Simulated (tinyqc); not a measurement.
Worked calculation: G0W0 on RHF in the sto-6g basis, for H2F+, spin multiplicity 1. One step of it, computed by the program tinyqc.

Task: Iteration 8 (converged): orbitals. Diagonalise F' = X^T F X, C = X C', fill 5 alpha and 5 beta electrons from the bottom; D = 2 C_occ C_occ^T. Each column has its largest component positive (the first on a tie).

converged F (hartree), order 1F 1s, 1F 2s, 1F 2px, 1F 2py, 1F 2pz, 2H 1s, 3H 1s:
$$\begin{pmatrix}
-26.914708 & -6.519889 & 0.000000 & 0.000000 & -0.020479 & -1.073202 & -1.073202 \\
-6.519889 & -3.469881 & 0.000000 & 0.000000 & -0.093214 & -1.102720 & -1.102720 \\
0.000000 & 0.000000 & -1.019889 & 0.000000 & 0.000000 & 0.000000 & 0.000000 \\
0.000000 & 0.000000 & 0.000000 & -0.957344 & 0.000000 & -0.532870 & 0.532870 \\
-0.020479 & -0.093214 & 0.000000 & 0.000000 & -0.982774 & -0.349023 & -0.349023 \\
-1.073202 & -1.102720 & 0.000000 & -0.532870 & -0.349023 & -0.789534 & -0.298633 \\
-1.073202 & -1.102720 & 0.000000 & 0.532870 & -0.349023 & -0.298633 & -0.789534
\end{pmatrix}$$

X, order 1F 1s, 1F 2s, 1F 2px, 1F 2py, 1F 2pz, 2H 1s, 3H 1s:
$$\begin{pmatrix}
-0.370170 & 0.000000 & 0.721035 & 0.000000 & -0.605809 & 0.000000 & 0.198934 \\
1.041458 & 0.000000 & -0.207871 & 0.000000 & -0.243686 & 0.000000 & 0.474783 \\
0.000000 & 0.000000 & 0.000000 & 1.000000 & 0.000000 & 0.000000 & 0.000000 \\
0.000000 & 0.857865 & 0.000000 & 0.000000 & 0.000000 & 0.681128 & 0.000000 \\
0.348919 & 0.000000 & 0.673296 & 0.000000 & 0.671734 & 0.000000 & 0.162473 \\
-0.620385 & -0.749737 & -0.200254 & 0.000000 & 0.165094 & 0.389680 & 0.384855 \\
-0.620385 & 0.749737 & -0.200254 & 0.000000 & 0.165094 & -0.389680 & 0.384855
\end{pmatrix}$$

Give: F' = X^T F X; orbital energies; coefficients C; D after iteration 8.

Result:

F' = X^T F X (hartree):
$$\begin{pmatrix}
-1.2780 & 0.0000 & 3.2942 & 0.0000 & -2.8224 & 0.0000 & 0.8068 \\
0.0000 & 0.1145 & 0.0000 & 0.0000 & 0.0000 & -0.0846 & 0.0000 \\
3.2942 & 0.0000 & -12.0903 & 0.0000 & 11.0281 & 0.0000 & -5.7342 \\
0.0000 & 0.0000 & 0.0000 & -1.0199 & 0.0000 & 0.0000 & 0.0000 \\
-2.8224 & 0.0000 & 11.0281 & 0.0000 & -12.0125 & 0.0000 & 5.8289 \\
0.0000 & -0.0846 & 0.0000 & 0.0000 & 0.0000 & -1.1590 & 0.0000 \\
0.8068 & 0.0000 & -5.7342 & 0.0000 & 5.8289 & 0.0000 & -4.6648
\end{pmatrix}$$

orbital energies (hartree): MO1 -26.9179, MO2 -2.0252, MO3 -1.1646, MO4 -1.0399, MO5 -1.0199, MO6 -0.0627, MO7 0.1201

coefficients C, order 1F 1s, 1F 2s, 1F 2px, 1F 2py, 1F 2pz, 2H 1s, 3H 1s:
$$\begin{pmatrix}
0.9971 & -0.2387 & 0.0000 & 0.0539 & 0.0000 & 0.0969 & 0.0000 \\
0.0129 & 0.9560 & 0.0000 & -0.2904 & 0.0000 & -0.6436 & 0.0000 \\
0.0000 & 0.0000 & 0.0000 & 0.0000 & 1.0000 & 0.0000 & 0.0000 \\
0.0000 & 0.0000 & 0.7362 & 0.0000 & 0.0000 & 0.0000 & 0.8111 \\
0.0015 & 0.0882 & 0.0000 & 0.8987 & 0.0000 & -0.4871 & 0.0000 \\
-0.0023 & 0.0785 & 0.3394 & 0.1981 & 0.0000 & 0.7449 & -0.7738 \\
-0.0023 & 0.0785 & -0.3394 & 0.1981 & 0.0000 & 0.7449 & 0.7738
\end{pmatrix}$$

D after iteration 8, order 1F 1s, 1F 2s, 1F 2px, 1F 2py, 1F 2pz, 2H 1s, 3H 1s:
$$\begin{pmatrix}
2.1082 & -0.4619 & 0.0000 & 0.0000 & 0.0578 & -0.0207 & -0.0207 \\
-0.4619 & 1.9968 & 0.0000 & 0.0000 & -0.3533 & 0.0349 & 0.0349 \\
0.0000 & 0.0000 & 2.0000 & 0.0000 & 0.0000 & 0.0000 & 0.0000 \\
0.0000 & 0.0000 & 0.0000 & 1.0841 & 0.0000 & 0.4997 & -0.4997 \\
0.0578 & -0.3533 & 0.0000 & 0.0000 & 1.6309 & 0.3700 & 0.3700 \\
-0.0207 & 0.0349 & 0.0000 & 0.4997 & 0.3700 & 0.3212 & -0.1395 \\
-0.0207 & 0.0349 & 0.0000 & -0.4997 & 0.3700 & -0.1395 & 0.3212
\end{pmatrix}$$
